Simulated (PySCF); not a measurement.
N₂ was optimised in PySCF in the def2-TZVP basis family (density fitting, no spin–orbit coupling) with several functionals.

One of them gave a singlet of D∞h symmetry with a mean bond of 1.103 Å to N, wavenumbers 2354 cm⁻¹ and a HOMO–LUMO gap of 8.27 eV.

Problem. Which level of theory was it?
A. PBE
B. B3LYP
C. PBE0

Solution. A. That is PBE, with N–N 1.103 Å. The others give PBE0 1.089 Å and 2485 cm⁻¹ for the highest mode; B3LYP 1.091 Å and 2454 cm⁻¹ for the highest mode.

The structures come from searches over a few start shapes, so lower isomers are not excluded.
